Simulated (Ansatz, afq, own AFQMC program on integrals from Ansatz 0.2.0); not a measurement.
**CH2Si, singlet: AFQMC among the cluster methods**

```xyz
4

Si    0.0000    0.0000    0.4110
C     0.0000    0.0000   -1.1580
H     0.0000    1.2713    1.1726
H     0.0000   -1.2713    1.1726
```

Connectivity, by distances: SiH2–C.

Basis cc-pVDZ. Noble-gas cores (and the filled d shells of Ga–Kr and In–Xe) are frozen. AFQMC by an in-house program on the Cholesky factors that Ansatz 0.2.0 writes for its CCSD(T) run. The CISD trial takes its coefficients from CCSD amplitudes. Released means that phaseless walkers are propagated on without the constraint, phases kept. ± is one standard error of the sampling.

Determinant: RHF, the one that the program's search chose, which needn't be the lowest solution. The geometry is a point of a scan.

No full CI on the walks' own integrals is used here; CCSDT(Q) serves as the reference and is uncertain by about the last step of the cluster series.

Cautions: higher spins were not checked; restricted determinant unstable towards unrestricted (UHF 637 meV lower, ⟨S²⟩ 0.80); raised T1 diagnostic (T1 0.024, weight of the determinant 0.85, largest double 0.13).

The T1 diagnostic is 0.0240, the weight of the determinant in the CISD state is 0.850 and the size of the correlated space is 10 electrons in 36 orbitals.

```
  level  correlation energy (eV)
    MP2                  -5.1618
   CCSD                  -6.3115
CCSD(T)                  -6.5528
```

Estimate where phaseless AFQMC with a CISD trial lies against CCSD(T) on the same integrals.

1.27 ± 0.40 kcal/mol below CCSD(T).

Reference: CCSDT(Q), correlation energy -6.617 eV. The released energy is read at 2.40 1/Eh (meV from the phaseless value at times in 1/Eh: -6 ± 21 at 0.24, -23 ± 22 at 0.51, -21 ± 26 at 0.99, -16 ± 27 at 1.62, -33 ± 24 at 2.40).

| level | E − E(reference) (kcal/mol) | share of correlation (%) |
| --- | --- | --- |
| CCSD(T) | 1.49 | 99.02 |
| CCSDT | 0.47 | 99.69 |
| ph-AFQMC/HF | -1.00 ± 1.18 | 100.66 |
| ph-AFQMC/CISD | 0.21 ± 0.40 | 99.86 |
| released AFQMC | -0.54 ± 0.54 | 100.35 |

A walk keeps the symmetry of its determinant, which the program's search chose and which needn't be the lowest solution, so a lower state of the same spin and another symmetry isn't excluded. Released energies are given only where the last usable release times agree within the noise; a slower fall can still hide under it.
